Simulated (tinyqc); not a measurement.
Worked calculation: extended Hueckel theory, for CH2+. The parameters take no account of the charge, which enters only through the electron count. One step of it, computed by the program tinyqc.

Problem. Wolfsberg-Helmholz matrix. H_ij = K' S_ij (H_ii + H_jj)/2 for i != j (the diagonal keeps H_ii), with K' = K + D^2 + D^4 (1 - K), D = (H_ii - H_jj)/(H_ii + H_jj), K = 1.75.

overlap S, lower triangle:
```
           1C 2s    1C 2px     1C 2py    1C 2pz     2H 1s     3H 1s
1C 2s   1.000000
1C 2px  0.000000  1.000000
1C 2py  0.000000  0.000000   1.000000
1C 2pz  0.000000  0.000000   0.000000  1.000000
2H 1s   0.517259  0.000000   0.416491  0.287335  1.000000
3H 1s   0.472808  0.000000  -0.394343  0.272122  0.146360  1.000000
```

diagonal H_ii (eV): 1C 2s -21.400000, 1C 2px -11.400000, 1C 2py -11.400000, 1C 2pz -11.400000, 2H 1s -13.600000, 3H 1s -13.600000

K = 1.750000

Give: H.

Solution.

H (eV), lower triangle:
```
           1C 2s    1C 2px    1C 2py    1C 2pz     2H 1s     3H 1s
1C 2s   -21.4000
1C 2px    0.0000  -11.4000
1C 2py    0.0000    0.0000  -11.4000
1C 2pz    0.0000    0.0000    0.0000  -11.4000
2H 1s   -16.2739    0.0000   -9.1508   -6.3131  -13.6000
3H 1s   -14.8754    0.0000    8.6642   -5.9789   -3.4834  -13.6000
```
